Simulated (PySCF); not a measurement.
## Sulfur: a sound run and one with changed settings

Sound run: S [Ne] 3s2 3p4, S⁺ [Ne] 3s2 3p3. Computed with PySCF 2.14 in cc-pVTZ-DK (5s4p2d1f, 34 functions), with the spin-free X2C one-electron Hamiltonian (Gaussian nucleus). In the sound run the correlated levels freeze [Ne]. The sound run starts from symmetry-adapted Hartree-Fock orbitals and uses a fine grid where one is needed.

Changed run: no relativity, point nucleus. This setting is unsound on purpose.

```
species   method  sound run (hartree)  changed run (hartree)  converged
      S      UHF           -398.59017             -397.22367        yes
      S     PBE0           -399.06939             -397.70387        yes
      S   r2SCAN           -399.17727             -397.81178        yes
      S      MP2           -398.70676             -397.34018        yes
      S  CCSD(T)           -398.73422             -397.36772        yes
     S⁺      UHF           -398.25151             -396.88416        yes
     S⁺     PBE0           -398.68783             -397.32143        yes
     S⁺   r2SCAN           -398.79656             -397.43022        yes
     S⁺      MP2           -398.34127             -396.97394        yes
     S⁺  CCSD(T)           -398.36373             -396.99649        yes
```

Ionisation energy of S:

| method | sound run (eV) | changed run (eV) |
| --- | --- | --- |
| UHF | 9.216 | 9.239 |
| PBE0 | 10.383 | 10.407 |
| r2SCAN | 10.359 | 10.383 |
| MP2 | 9.946 | 9.966 |
| SCS-MP2 | 10.023 | 10.044 |
| CCSD | 10.050 | 10.070 |
| CCSD(T) | 10.082 | 10.102 |

Most of the change in total energy is the relativistic energy itself. On top of that the contraction fixes the core shape for the Hamiltonian it was made with, so the changed run is not a good calculation with the other Hamiltonian either.

For comparison, NIST gives 10.360 eV between the lowest levels.
